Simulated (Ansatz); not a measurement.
**Relaxing Cs2Ti**

All numbers below come from Ansatz 0.2.0, DFT PBE, scalar-relativistic, plane waves, PAW. Cutoff 420 eV, Γ-centred k mesh, Gaussian smearing, no spin polarisation in the final step.

The start puts Cs2Ti on the fluorite structure type (Fm-3m, No. 225), with Ti in place of Ca, Cs in place of F, at a guessed volume.

```xyz
3
Lattice="0.0000 3.7232 3.7232 3.7232 0.0000 3.7232 3.7232 3.7232 0.0000" Properties=species:S:1:pos:R:3 pbc="T T T"
Cs    1.8616    1.8616    1.8616
Cs    5.5848    5.5848    5.5848
Ti    0.0000    0.0000    0.0000
```

Cell and atoms relax at zero pressure; the relaxation can't lower the symmetry of the start. After a coarse first stage the cell is made exact in the group found at 0.06 Å.

The zero of energy is the elements' standard structures at the same level; no fitted shifts are applied.

**Question.** What does it relax into?

**Answer.** It keeps Fm-3m (No. 225). The result has the fluorite structure. Conventional cell: a = 9.532 Å. Around Cs lie 4 Ti at 4.13 Å and 6 Cs at 4.77 Å; Ti is coordinated by 8 Cs at 4.13 Å.

```xyz
3
Lattice="0.0000 4.7659 4.7659 4.7659 0.0000 4.7659 4.7659 4.7659 0.0000" Properties=species:S:1:pos:R:3 pbc="T T T"
Cs    2.3829    2.3829    2.3829
Cs    7.1488    7.1488    7.1488
Ti    0.0000    0.0000    0.0000
```

**Question.** What are its volume, energy, density and gap?

**Answer.** The volume per atom is 72.17 Å³, the density is 2.41 g/cm³ and the energy over the elements is 1.59 eV/atom. The gap on the 8×8×8 mesh is 0 eV (a metal).

The final run used a 8×8×8 mesh on its 3-atom cell and 0.10 eV smearing. The k mesh leaves about 4 meV/atom of noise in metals. A structure relaxed within its symmetry needn't be a true minimum. The steps took of the order of 100 core-seconds in all.

Cost: 3 runs of about 1.6 core-minutes in all, on Arm Neoverse N1 (shared hosts).